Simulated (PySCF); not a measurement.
Gas-phase reaction: 6 C3H6 (propylene) → 3 C4H10 (n-butane) + C6H6

Energies from PySCF (xtb for GFN2), thermal terms from the rigid-rotor harmonic-oscillator model, ideal gas at 1 bar. Table values come from the NASA 1993 polynomials. † marks an energy on the PBE0/def2-TZVP geometry and frequencies; other levels use their own. 6-31G* has spherical d functions here. All species are closed-shell singlets. B3LYP is the form with VWN-RPA correlation.

Levels: a) B3LYP/def2-TZVP†; b) B3LYP/6-31G*; c) GFN2-xTB; d) BLYP/def2-TZVP†.

Problem. Order the levels by the distance of their ΔH°(298 K) from the table for this reaction, closest first.

Solution. b (-19 kJ), a (+49 kJ), d (+99 kJ), c (-127 kJ)

The table gives -413 kJ. The order holds for this reaction alone, and for the 1993 entries, some of which have been revised since.
